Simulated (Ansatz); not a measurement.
Cost and result up the ladder for H₂S₄ (6 atoms). Charge 0, multiplicity 1. Geometry: PBE0-D4/def2-SVP.

Cartesian coordinates in Å:
```
S 0.875 -1.774 -1.251
S 1.309 -0.619 0.411
S 0.766 1.324 -0.060
S -1.282 1.443 0.244
H -0.409 -2.057 -0.922
H -1.259 1.682 1.578
```

Ansatz on 4 threads of Arm Neoverse V2 on a shared host. Times are rough, and most runs start from the orbitals of an earlier one. ωB97M-V/def2-TZVP serves as the yardstick here, not as an exact answer. Differences are given only for rows in sets of like size (and for xTB, whose basis is part of the method), since another set adds its own error. Binding counts from free atoms at the same level (S triplet, H doublet; other spins of the atoms weren't run), without zero-point energy or a counterpoise term.

B3LYP takes the VWN-RPA correlation. HSE06 is defined as in plane-wave codes, on full-range PBE exchange. Correlated methods freeze 20 core orbitals.

Correlated methods converge slowly with the basis.

```json
{"level": "HF/STO-3G", "functions": "38", "wall time": "0.1 s", "binding energy per atom (eV)": "1.83", "difference from ωB97M-V/def2-TZVP (eV)": "–"}
{"level": "PBE-D4/def2-SVP", "functions": "82", "wall time": "0.55 s", "binding energy per atom (eV)": "2.73", "difference from ωB97M-V/def2-TZVP (eV)": "–"}
{"level": "LDA (SPW92)/def2-TZVP", "functions": "160", "wall time": "0.65 s", "binding energy per atom (eV)": "3.31", "difference from ωB97M-V/def2-TZVP (eV)": "0.58"}
{"level": "PBE0-D4/def2-SVP", "functions": "82", "wall time": "0.7 s", "binding energy per atom (eV)": "2.60", "difference from ωB97M-V/def2-TZVP (eV)": "–"}
{"level": "PBE-D4/def2-TZVP", "functions": "160", "wall time": "1 s", "binding energy per atom (eV)": "2.84", "difference from ωB97M-V/def2-TZVP (eV)": "0.11"}
{"level": "MP2/def2-TZVP", "functions": "160", "wall time": "1.1 s", "binding energy per atom (eV)": "2.54", "difference from ωB97M-V/def2-TZVP (eV)": "-0.18"}
{"level": "B3LYP-D4/def2-TZVP", "functions": "160", "wall time": "1.4 s", "binding energy per atom (eV)": "2.67", "difference from ωB97M-V/def2-TZVP (eV)": "-0.06"}
{"level": "PBE0-D4/def2-TZVP", "functions": "160", "wall time": "1.5 s", "binding energy per atom (eV)": "2.71", "difference from ωB97M-V/def2-TZVP (eV)": "-0.01"}
{"level": "HSE06-D4/def2-TZVP", "functions": "160", "wall time": "1.6 s", "binding energy per atom (eV)": "2.72", "difference from ωB97M-V/def2-TZVP (eV)": "-0.01"}
{"level": "r2SCAN-D4/def2-TZVP (with forces)", "functions": "160", "wall time": "2.8 s", "binding energy per atom (eV)": "2.73", "difference from ωB97M-V/def2-TZVP (eV)": "0.00"}
{"level": "r2SCAN0-D4/def2-TZVP", "functions": "160", "wall time": "2.9 s", "binding energy per atom (eV)": "2.63", "difference from ωB97M-V/def2-TZVP (eV)": "-0.10"}
{"level": "ωB97X-V/def2-TZVP", "functions": "160", "wall time": "3.7 s", "binding energy per atom (eV)": "2.71", "difference from ωB97M-V/def2-TZVP (eV)": "-0.02"}
{"level": "ωB97M-V/def2-TZVP", "functions": "160", "wall time": "4.4 s", "binding energy per atom (eV)": "2.73", "difference from ωB97M-V/def2-TZVP (eV)": "0.00"}
{"level": "CCSD(T)/def2-TZVPP", "functions": "196", "wall time": "32 s", "binding energy per atom (eV)": "2.52", "difference from ωB97M-V/def2-TZVP (eV)": "-0.21"}
```
